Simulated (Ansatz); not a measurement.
# H8O4: the cost of one run

Computed with Ansatz 0.2.0 (the levels named in each step, unless a step's input says otherwise).

## (1) Starting point

Bond lengths: O1–H5 0.958 Å, O1–H6 0.984 Å, O2–H7 0.984 Å, O2–H8 0.958 Å, O3–H9 0.984 Å, O3–H10 0.958 Å, O4–H11 0.984 Å, O4–H12 0.958 Å. Angles: H5–O1–H6 106.0°, H7–O2–H8 105.9°, H9–O3–H10 106.0°, H11–O4–H12 105.9°.

As a file:

```xyz
12

O    -0.7181   -0.5892    1.6603
O    -0.7302    1.7334    0.2983
O     0.7996    0.6129   -1.6138
O     0.6489   -1.7570   -0.3446
H    -0.2486   -0.4454    2.4831
H    -0.7921    0.2937    1.2328
H    -0.1548    1.4227   -0.4368
H    -1.5607    1.9873   -0.1070
H     0.7863   -0.2954   -1.2361
H     1.7214    0.8727   -1.6435
H     0.1675   -1.4190    0.4440
H     0.0774   -2.4177   -0.7386
```

## (2) A rough first relaxation, PBE-D4/def2-SVP

This run stands in another session on the same molecule. It ended at:

```xyz
12

O    -0.7543   -0.6101    1.6038
O    -0.6734    1.7167    0.3361
O     0.7301    0.6031   -1.6175
O     0.6965   -1.7101   -0.3230
H    -0.2224   -0.4342    2.4011
H    -0.8190    0.3043    1.1710
H    -0.0956    1.3928   -0.4311
H    -1.5201    1.9186   -0.1021
H     0.7294   -0.3303   -1.2221
H     1.6707    0.8544   -1.5755
H     0.1846   -1.3669    0.4819
H     0.0700   -2.3393   -0.7246
```

## (3) Relaxation, HF/STO-3G

input.yaml reads:

```yaml
crystal:
  periodic: [false, false, false]
  atoms:
    - { symbol: O, position_ang: [-0.75425811, -0.61013137, 1.60375955] }
    - { symbol: O, position_ang: [-0.67344524, 1.71673928, 0.33613485] }
    - { symbol: O, position_ang: [0.73011882, 0.60312554, -1.61752286] }
    - { symbol: O, position_ang: [0.69648045, -1.7100594, -0.32300551] }
    - { symbol: H, position_ang: [-0.22235675, -0.4342103, 2.40114046] }
    - { symbol: H, position_ang: [-0.81898406, 0.30426499, 1.17104552] }
    - { symbol: H, position_ang: [-0.09555353, 1.39275485, -0.43111279] }
    - { symbol: H, position_ang: [-1.52012851, 1.91862294, -0.10207652] }
    - { symbol: H, position_ang: [0.72938224, -0.33026239, -1.22212718] }
    - { symbol: H, position_ang: [1.67074213, 0.85440614, -1.57546034] }
    - { symbol: H, position_ang: [0.18460413, -1.366922, 0.48187524] }
    - { symbol: H, position_ang: [0.07003843, -2.33931829, -0.72458041] }
basis:
  gaussian: { orbitals: STO-3G }
hamiltonian:
  xc: hf
relax:
  f_tol: 0.002
  max_steps: 150
```

Launch:

```
$ ansatz run input.yaml --threads 4 --pin off --max-ram 10240MiB --backend cpu --events-out ev --progress --plain --runs-dir out
```

**Question.** How long does this run take on 4 threads of Arm Neoverse V2, shared host, and how much memory does it need?

About 1.3 s, with a peak of 0.07 GiB.
